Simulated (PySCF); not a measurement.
Molecule: `Nc1nccs1`, C₃H₄N₂S.

Atoms are numbered as in `[NH2:1][c:2]1[n:3][cH:4][cH:5][s:6]1`; H(Xn) means a hydrogen on atom n.

Geometry PBE0-D3(BJ)/def2-SVP throughout; GIAO in PySCF, gas phase, one conformer, non-relativistic; equivalent atoms averaged; basis pcSseg-2.

For orientation, BHandHLYP gives these shifts δ (against NH3, TMS, CS2 at the same level): N3 294.9, N1 75.7, C2 185.7, C4 151.4, C5 117.4, S6 201.3, H(C4) 7.21, H(C5) 6.45, H(N1) 4.49 ppm.

A run gave: N3 276.7, N1 79.5, C2 163.3, C4 137.1, C5 107.2, S6 192.1, H(C4) 7.05, H(C5) 6.38, H(N1) 4.42 ppm (shifts δ (against NH3, TMS, CS2 at the same level)).

Question: Which functional was used in that run?
A. WP04
B. PBE
C. CAM-B3LYP
D. KT3

Answer: D. C4 tells them apart best: KT3 gives 137.1, PBE gives 146.2, WP04 gives 149.5, CAM-B3LYP gives 152.4 ppm.
